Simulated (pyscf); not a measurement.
# Routes from `[SnH3]` [doublet] + `[CH4]`

Candidate steps break at most two bonds and form at most two. Each was searched with GFN2-xTB (tblite) first. Optimised with ωB97X-D3(BJ)/def2-SVP in PySCF. MP2 and CC: frozen core, UHF for open shells. ΔMP2 is the change of the MP2 total energy from the triple- to the quadruple-zeta basis. Energies: CCSD(T)/def2-TZVPP + ΔMP2(QZVPP), kcal/mol, from the separated reactants, doublet surface; ΔG‡ with ideal gas, 1 atm, RRHO with modes under 100 cm⁻¹ raised to 100, one conformer, R ln 2 for chiral ones without a mode under 150 cm⁻¹.

| products | type | ΔE‡ | ΔE | ΔG‡ 298 K | ΔG‡ 900 K | ν‡ (cm⁻¹) |
|---|---|---|---|---|---|---|
| SnH₄ + CH₃• | hydrogen abstraction | 34.7 | +31.2 | 38.4 | 52.1 | 346i |
| H₃C–SnH₃ + H• | substitution at C | 54.0 | +37.9 | 59.1 | 75.2 | 1408i |

Plain bond fissions and candidates not yet searched are not listed, and one of them may be faster. Each barrier is that of the saddle found; lower ones may exist. The CCSD(T) − MP2 part came from Ansatz, without density fitting, on the same reference. The frozen core leaves the outer d or s,p core shells of the metals and heavy elements correlated in the MP2 and CC values, and def2-TZVPP describes them poorly, which can shift differences by a few kcal/mol. Elements past Kr carry the def2 core potentials, without spin-orbit coupling.
